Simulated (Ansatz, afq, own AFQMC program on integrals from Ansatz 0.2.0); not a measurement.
# Where AFQMC and coupled cluster stand for N2H2, singlet

```
atom   x (Å)    y (Å)    z (Å)
   N  0.0000  -0.1891   0.5853
   N  0.0000   0.1891  -0.5853
   H  0.0000   0.6598   1.1746
   H  0.0000  -0.6598  -1.1746
```

Connectivity, by distances: NH–NH.

Basis cc-pVDZ. Noble-gas cores (and the filled d shells of Ga–Kr and In–Xe) are frozen. Integrals, coupled cluster, full CI and functionals: Ansatz 0.2.0; the random walks run on the same integrals in our own AFQMC program. ph-AFQMC/CISD is guided by a CISD state made of CCSD amplitudes; releasing the constraint for a short imaginary time cuts its bias at the price of noise, slowly where states lie close. Uncertainties: one standard error, sampling alone.

Determinant: UHF, the one that the program's search chose, which needn't be the lowest solution. The geometry is a PBE0/def2-TZVP stationary point of this or a neighbouring charge and spin state.

No full CI on the walks' own integrals is used here; CCSDT(Q) serves as the reference and is uncertain by about the last step of the cluster series.

Cautions: an unrestricted solution with more broken spin lies lower (21 meV, ⟨S²⟩ 0.14), while this determinant keeps restricted orbitals; the released energies move by 1.5 errors or more from one time to the next, so no released level is given (meV from the phaseless value at times in 1/Eh: -25 ± 18 at 0.24, -37 ± 16 at 0.51, -39 ± 17 at 0.99, 39 ± 18 at 1.62, 10 ± 29 at 2.40), though the last usable value meets CCSDT(Q) within the noise.

The T1 diagnostic is 0.0109, the weight of the determinant in the CISD state is 0.883 and the ⟨S²⟩ of the determinant is 0.000. The size of the correlated space is 12 electrons in 36 orbitals.

Reference: CCSDT(Q), correlation energy -9.789 eV.

```csv
level,E − E(reference) (kcal/mol),share of correlation (%)
HF,225.74,0.00
MP2,19.87,91.20
CCSD,8.11,96.41
CCSD(T),0.96,99.57
CCSDT,0.77,99.66
ph-AFQMC/HF,-2.13 ± 1.89,100.94
ph-AFQMC/CISD,0.03 ± 0.53,99.99
```

A walk keeps the symmetry of its determinant, which the program's search chose and which needn't be the lowest solution, so a lower state of the same spin and another symmetry isn't excluded.
